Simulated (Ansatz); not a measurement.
Tetradymite Bi2Se3 was calculated with LDA (Ansatz, an electronic-structure program, plane waves, PAW).

Numerical settings: plane-wave cutoff 500 eV, 12×12×12 k mesh, gaussian smearing 0.02 eV, scalar-relativistic PAW data made under PBE.

Cell (relaxed at this level):

Space group R-3m, hexagonal axes (No. 166); a = b = 4.103 Å, c = 27.933 Å, α = β = 90.00°, γ = 120.00°

| atom | site | symmetry | x | y | z |
|---|---|---|---|---|---|
| Bi | 6c | 3m | 0.0000 | 0.0000 | 0.4013 |
| Se | 3a | -3m | 0.0000 | 0.0000 | 0.0000 |
| Se | 6c | 3m | 0.0000 | 0.0000 | 0.2094 |
(The calculation used a cell of 5 atoms; values per cell refer to that cell.)

**Question.** Give the computed band gap.

**Answer.** 
- band gap: 0.03 eV (under three smearing widths, so not firm)

Measured, for comparison: band gap 0.3 eV (temperature not stated, no zero-point or thermal correction; as tabulated in Park and Ryu (2016), arXiv:1610.06451).

Spin–orbit coupling is not included; with these elements it can move the gap by several tenths of an eV or more.
